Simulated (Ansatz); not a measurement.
in.yaml

```yaml
crystal:
  periodic: [false, false, false]
  atoms:
    - {symbol: Ge, position_ang: [0.000000, 0.009571, 1.694145]}
    - {symbol: O, position_ang: [0.000000, -0.441603, -0.007946]}
    - {symbol: Ge, position_ang: [0.000000, 0.066305, -1.720390]}
    - {symbol: H, position_ang: [0.000000, 1.541486, 2.017516]}
basis:
  gaussian: {orbitals: cc-pVDZ}
magnetization: {spin_polarized: true, initial_magnetization: 3}
hamiltonian: {xc: {name: r2SCAN}}
output: {forces: true}
```

```sh
$ ansatz run in.yaml --threads 1 --pin off --events-out ev --progress --plain --max-ram 2393MiB
```

The program prints:

```
943 factors; their error is unknown
mean field evaluation 1: about -115088.7093 eV, gradient 3.7e1 eV
mean field evaluation 2: about -115008.2063 eV, gradient 1.2e2 eV
mean field evaluation 4: about -115093.8031 eV, gradient 3.9e0 eV
mean field evaluation 8: about -115093.9652 eV, gradient 1.1e-1 eV
mean field evaluation 16: about -115093.9471 eV, gradient 1.0e-4 eV
mean field evaluation 32: about -115093.9471 eV, gradient 1.2e-4 eV
mean field -115093.94709929 eV, -4229.6245424196 hartree, gradient 1.1e-5 eV, S^2 3.762202; 5 other end points of the search recorded, 0 dependent functions left out
the calculation of the forces begins
reference -115093.94711080 eV, -4229.6245428425 hartree; 38, 35 occupied and 35, 38 virtual orbitals, 943 factors
Total energy: -115093.94711080 eV, -4229.6245428425 hartree
Atom 0 at     0.000000     0.009571     1.694145 Å, force    -0.000000     0.011299     0.386137 eV/Å
Atom 1 at     0.000000    -0.441603    -0.007946 Å, force     0.000000    -0.309314     0.304757 eV/Å
Atom 2 at     0.000000     0.066305    -1.720390 Å, force    -0.000000     0.201473    -0.722386 eV/Å
Atom 3 at     0.000000     1.541486     2.017516 Å, force     0.000000     0.096542     0.031492 eV/Å
Dipole moment:    -0.000000     0.146831     0.257633 e Å
```

Forces (eV/Å):
```
Ge   0.000  0.011  0.386
O    0.000 -0.309  0.305
Ge   0.000  0.201 -0.722
H    0.000  0.097  0.031
```

Ran on 1 thread of Arm Neoverse V1, shared host: 27 s wall, 0.2 GiB peak host memory.
